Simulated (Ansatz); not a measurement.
The input, for Ansatz 0.2.0:

```yaml
crystal:
  periodic: [false, false, false]
  atoms:
    - {symbol: P, position_ang: [0.007734, -0.041334, -0.000459]}
    - {symbol: H, position_ang: [-0.157140, 0.651305, -1.228583]}
    - {symbol: H, position_ang: [-0.080520, 0.618881, 1.242673]}
basis:
  gaussian: {orbitals: def2-SVPD}
total_charge: 1
magnetization: {spin_polarized: false, initial_magnetization: 2}
correlation: {method: fic_mrcisd_q, electrons: all, active_space: {window: {electrons: 8, orbitals: 2}}}
```

```sh
$ ansatz run in.yaml --threads 1 --pin off --events-out ev --progress --plain --max-ram 2393MiB
```

Q: One thing in this input was set wrong on purpose, beside settings that are merely unusual. What is the gravest fault, and what does the program do?

A: Impossible active window. How the run ends: stopped by an error.
```
377 factors; integrals over basis functions are off by at most 9.6e-4 eV
mean field evaluation 1: about -9290.0147 eV, gradient 7.4e0 eV
mean field evaluation 2: about -9290.0146 eV, gradient 7.4e0 eV
mean field evaluation 4: about -9290.5256 eV, gradient 5.9e-1 eV
mean field evaluation 8: about -9290.5308 eV, gradient 4.4e-4 eV
mean field -9290.53080716 eV, -341.4207098154 hartree, gradient 2.0e-6 eV, S^2 2.000000; 0 other end points of the search recorded, 0 dependent functions left out
reference -9290.53080716 eV, -341.4207098154 hartree; 9, 7 occupied and 31, 33 virtual orbitals, 377 factors
Error: 8 electrons in 2 orbitals form no window around the highest filled level of the reference
```
